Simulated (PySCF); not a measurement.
**Bond curve of AlO**

Set-up: Al def2-TZVPPD, O def2-TZVPPD; no relativity (PySCF 2.14). Energies in eV from Al + O in their ground configurations at the same level. State: ²Σ⁺ (doublet), unpaired electrons σ ↑.

| R (Å) | r²SCAN | BLYP | PBE | revPBE |
| --- | --- | --- | --- | --- |
| 1.397 | -4.024 | -4.027 | -4.164 | -3.808 |
| 1.462 | -4.827 | -4.872 | -4.997 | -4.658 |
| 1.527 | -5.262 | -5.352 | -5.464 | -5.142 |
| 1.575 | -5.412 | -5.537 | -5.639 | -5.328 |
| 1.624 | -5.449 | -5.610 | -5.702 | -5.401 |
| 1.673 | -5.404 | -5.599 | -5.679 | -5.388 |
| 1.738 | -5.250 | -5.487 | -5.554 | -5.274 |
| 1.819 | -4.964 | -5.248 | -5.295 | -5.029 |
| 1.916 | -4.555 | -4.881 | -4.906 | -4.655 |
| 2.046 | -3.984 | -4.350 | -4.347 | -4.114 |

**Question.** Put a parabola through the three lowest points of the r²SCAN curve and estimate Re, k and ωe (reduced mass 10.04 u; 1 eV/Å² = 0.16022 mdyn/Å; ωe = 1302.8·√(k/μ) cm⁻¹).

**Answer.** Through R = 1.575, 1.624, 1.673 Å the second-order coefficient is 17.1 eV/Å², so Re ≈ 1.622 Å, k ≈ 5.47 mdyn/Å and ωe ≈ 962 cm⁻¹. A polynomial fit of higher order to the unrounded r²SCAN energies gives Re = 1.619 Å, k = 5.78 mdyn/Å, ωe = 989 cm⁻¹; anharmonicity and rounding make the difference.

The higher-order fit for each curve: r²SCAN: Re = 1.619 Å, ωe = 989 cm⁻¹, De = 5.45 eV; BLYP: Re = 1.640 Å, ωe = 936 cm⁻¹, De = 5.61 eV; PBE: Re = 1.634 Å, ωe = 956 cm⁻¹, De = 5.70 eV; revPBE: Re = 1.640 Å, ωe = 944 cm⁻¹, De = 5.41 eV.

The state is the lowest determinant that a PBE0 search found; another state may lie lower at other levels.
